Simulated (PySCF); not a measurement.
Proton affinity of methylenimine, site by site

System: methylenimine, `C=N` (CH3N). Coordinates in Å; atoms count from 1 in this order:
```
C    -0.3811   -0.0284   -0.0115
N     0.7786   -0.5308   -0.0439
H    -1.2573   -0.6953   -0.0679
H    -0.6085    1.0517    0.0710
H     1.4883    0.2077    0.0174
```

Computed at ωB97X-D3(BJ)/def2-TZVP // PBE0-D3(BJ)/def2-SVP with PySCF (density fitting, grid level 2). ωB97X-D3(BJ) is ωB97X-V with D3(BJ) in place of VV10. Thermal corrections: PBE0-D3(BJ)/def2-SVP frequencies, unscaled, ideal gas at 298.15 K and 1 bar, quasi-RRHO entropy.

```tsv
site	product	PA / kcal/mol	GB / kcal/mol
N2 (imine nitrogen)	C=[NH2+]	210.3	202.4
```

PA is −ΔH and GB is −ΔG of B + H⁺ → BH⁺ in the gas phase. Sites whose products fell apart, merged with another or lost in a GFN2-xTB screen aren't listed.

In diethyl ether the product from N2 is solvated 52.8 kcal/mol more strongly than the parent (electrostatics only).

Against the Active Thermochemical Tables (version 1.112): N2 867 (computed 880, error 13) kJ/mol.

Proton affinity (−ΔH), Gas-phase basicity (−ΔG): the gap is larger than usual, and may come from another state, site, conformer or species, from the functional or basis, or from an outlying measurement.

Measured values (NIST Chemistry WebBook, evaluated or the median of agreeing entries): proton affinity (−ΔH) 853 kJ/mol (computed 880, difference 27); gas-phase basicity (−ΔG) 819 kJ/mol (computed 847, difference 28).

Structures, frequencies and single points took 19 s of wall time on 1 thread of Intel Xeon Platinum 8559C (shared host), launched as `OMP_NUM_THREADS=1 python redox_run.py task.json out`.
